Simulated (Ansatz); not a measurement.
Rock-salt KBr: LDA at its full settings (plane-wave cutoff 520 eV, 10×10×10 k mesh, Fermi–Dirac smearing 0.01 eV, scalar-relativistic PAW data made under PBE) and at cheaper ones, in a cell of 2 atoms with Γ-centred meshes.

```csv
level and setting,lattice constant a (Å),bulk modulus B0 (GPa)
LDA (Ansatz),6.372,20.3
LDA (2×2×2 k mesh) (Ansatz),___,___
LDA (4×4×4 k mesh) (Ansatz),6.372,20.3
```

Problem. Some entries are withheld; supply them.

Solution. 
- LDA (2×2×2 k mesh) (Ansatz, a program for electronic structure), lattice constant a (Å): 6.454
- LDA (2×2×2 k mesh) (Ansatz), bulk modulus B0 (GPa): 18.6

Largest shifts from the full settings: lattice constant a +1.29 % (LDA (2×2×2 k mesh)), against a difference of -2.58 % of the full result from the reference 6.541 Å (measured, low temperature, no zero-point or thermal correction; as tabulated in Doll and Stoll (1998), arXiv:cond-mat/9801031); bulk modulus -8.4 % (LDA (2×2×2 k mesh)), against a difference of +13.4 % of the full result from the reference 17.9 GPa (measured, 0 K, extrapolated to 0 K; as tabulated in Doll and Stoll (1998), arXiv:cond-mat/9801031).

Ansatz's density-functional and Hartree–Fock values are scalar-relativistic unless marked +SOC, with PAW data made under PBE.

Run with cheap settings on purpose, which may leave them unconverged: LDA (2×2×2 k mesh), LDA (4×4×4 k mesh).
